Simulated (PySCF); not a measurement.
C5H7O (doublet state).
Z-matrix (Å and degrees, GFN2-xTB geometry), rows numbered from 1:
```
C 
C   1  1.5083
O   2  1.2083  1  123.35
C   2  1.4895  1  114.40  3   179.15
C   4  1.4730  2  116.91  1  -125.38
C   5  1.4498  4   63.15  2  -107.78
H   1  1.0877  2  109.77  3  -127.05
H   1  1.0885  2  109.30  3   114.47
H   1  1.0866  2  110.26  3    -5.79
H   4  1.0832  2  115.14  1    21.05
H   5  1.0692  4  129.56  6   122.42
H   6  1.0861  4  117.64  5  -109.08
H   6  1.0811  4  116.56  5   110.44
```

The hyperfine couplings belong to this conformer and change with its torsions.

As a line formula: `CC(=O)[C@@H]1[CH]C1` [radical].

Computed with UKS B3LYP, pcH-1 on C H O, non-relativistic, mean-field spin-orbit, GIAO (PySCF 2.14.0). The structure is a single GFN2-xTB conformer in the gas phase; no vibrational or solvent corrections. The geometry wasn't refined by DFT: couplings that depend on bond lengths, twists or pyramidal angles can differ widely from those at the functional's own minimum. No stability test was run, so a lower SCF solution isn't excluded.

Principal values of hyperfine tensors in MHz (contact and dipolar terms together), for some of the nuclei:

| atom | isotope | A1 | A2 | A3 |
| --- | --- | --- | --- | --- |
| C5 | 13C | 216.93 | 221.38 | 439.78 |
| H13 | 1H | 81.64 | 83.62 | 98.41 |
| H12 | 1H | 63.10 | 66.32 | 75.81 |
| C6 | 13C | -26.64 | -22.37 | -15.27 |
| C4 | 13C | -23.75 | -19.80 | -14.09 |
| C2 | 13C | 14.89 | 17.60 | 24.69 |
| H11 | 1H | -36.33 | -7.50 | 34.55 |
| O3 | 17O | -15.51 | 2.94 | 4.73 |

**Question.** Give the isotropic coupling of each nucleus in MHz and in mT (g = 2.0028), and the anisotropic part.

**Answer.** a_iso is a third of the trace, T = A − a_iso, and a(mT) = a(MHz)/(g × 13.996).

| atom | a_iso (MHz) | a_iso (mT) | T1 | T2 | T3 |
| --- | --- | --- | --- | --- | --- |
| C5 | 292.70 | 10.442 | -75.77 | -71.31 | 147.08 |
| H13 | 87.89 | 3.135 | -6.25 | -4.27 | 10.52 |
| H12 | 68.41 | 2.440 | -5.31 | -2.09 | 7.40 |
| C6 | -21.43 | -0.764 | -5.21 | -0.94 | 6.15 |
| C4 | -19.22 | -0.686 | -4.54 | -0.59 | 5.12 |
| C2 | 19.06 | 0.680 | -4.17 | -1.46 | 5.63 |
| H11 | -3.09 | -0.110 | -33.24 | -4.41 | 37.64 |
| O3 | -2.61 | -0.093 | -12.90 | 5.56 | 7.34 |

**Question.** What spin density at the nucleus of C4 lies behind its contact coupling (g_N = 1.40482)?

**Answer.** a_FC = 800.24 MHz bohr³ × g_N × ρ(0)/(2S). With a_FC = -19.22 MHz and 2S = 1, ρ(0) = -0.01709 bohr⁻³.

**Question.** H10 (1H, g_N = 5.58569) isn't in the table. Its spin density at the nucleus is 0.01795 bohr⁻³. What is its contact coupling?

**Answer.** By the same relation, a_FC = 80.2 MHz. Its full tensor has the principal values 74.02, 76.23, 90.39 MHz.

**Question.** Name the largest traceless tensor T of the table and describe it.

**Answer.** C5: -75.8, -71.3, 147.1 MHz, nearly axial, close to the ratio −1:−1:+2, the form that spin in one p orbital centred on that nucleus gives.

**Question.** In a single crystal, with the field along each principal axis of the tensor of H13 in turn, what first-order splitting does this nucleus give (isotropic g, quadrupole terms neglected)?

**Answer.** 2 lines (I = 1/2), spaced by |A_i|/(g × 13.996): 2.91, 2.98, 3.51 mT along the axes of A1, A2 and A3.
